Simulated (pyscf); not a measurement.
Optimised with ωB97X-D3(BJ)/def2-SVP in PySCF.

Question: What are the homolytic bond dissociation enthalpies (298 K) of Cl–GeH(Cl)–GeH₃ at ωB97M-D3(BJ)/def2-TZVP, weakest first?

Answer: Ge–Ge to Cl–GeH•–Cl + GeH₃•: 65.4 kcal/mol; Ge–H to Cl–Ge•(Cl)–GeH₃ + H•: 76.7 kcal/mol; Ge–H to Cl–GeH(Cl)–GeH₂• + H•: 82.1 kcal/mol; Cl–Ge to Cl• + Cl–GeH•–GeH₃: 94.2 kcal/mol. Ring and multiple bonds, and those that leave no two simple radicals, are not listed. Cl–GeH(Cl)–GeH₂• lies 5.7 kcal/mol over its isomer Cl–Ge•(Cl)–GeH₃, and others may lie lower still (electronic energy, ωB97M-D3(BJ)). Other isomers of Cl–GeH•–GeH₃, Cl–Ge•(Cl)–GeH₃ were not searched in full and may lie lower. Left out: the spin-orbit lowering of Cl. Elements up to Kr have no core potential and no relativistic terms here.
